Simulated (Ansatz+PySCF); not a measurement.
Results of a calculation; reference values are marked as such.
Input for PySCF 2.14.0:

```python
from pyscf import gto, scf, cc

mol = gto.M(atom="""
Na 0.000000 0.000000 0.000000
Al 1.290140 1.720190 3.724320
""", basis='sto-3g', charge=0, spin=0)
mf = scf.UHF(mol)
mf.kernel()
mycc = cc.CCSD(mf, frozen=6).run()
et = mycc.ccsd_t()
print(mf.e_tot, mycc.e_corr, et, mycc.e_tot + et)
```

The script is written out from the run's settings.

Results

```json
{"Converged": "yes", "Reference energy": "-398.39672 hartree", "CCSD correlation energy": "-0.19293 hartree", "Triples correction": "-0.00355 hartree", "Total energy": "-398.59320 hartree", "Spin squared of the determinant": "0.000"}
```

This is not the lowest solution: another run reaches a determinant 3.56 eV lower. Caution: large amplitudes, a single reference is doubtful.
